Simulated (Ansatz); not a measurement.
Input for Ansatz (development build ahead of 0.2.0):

```yaml
crystal:
  periodic: [false, false, false]
  atoms:
    - { symbol: O, position_ang: [0.0, 0.0, 0.0] }
    - { symbol: H, position_ang: [0.0, 2.0, 0.0] }
    - { symbol: H, position_ang: [0.0, -2.0, 0.0] }
basis:
  gaussian: { orbitals: pcseg-2 }
magnetization:
  initial_magnetization: 2
hamiltonian:
  xc: pbe0
```

The input is written out in the form of the current development build from the run's settings.

Results

```json
{
  "Converged": "yes",
  "Total energy": "-76.00998 hartree",
  "Spin squared of the determinant": "2.000",
  "Stability test": "minimum among restricted orbitals"
}
```

Caution: stretched shape with no unrestricted run beside it, a lower state can exist; other spin multiplicities may lie lower.
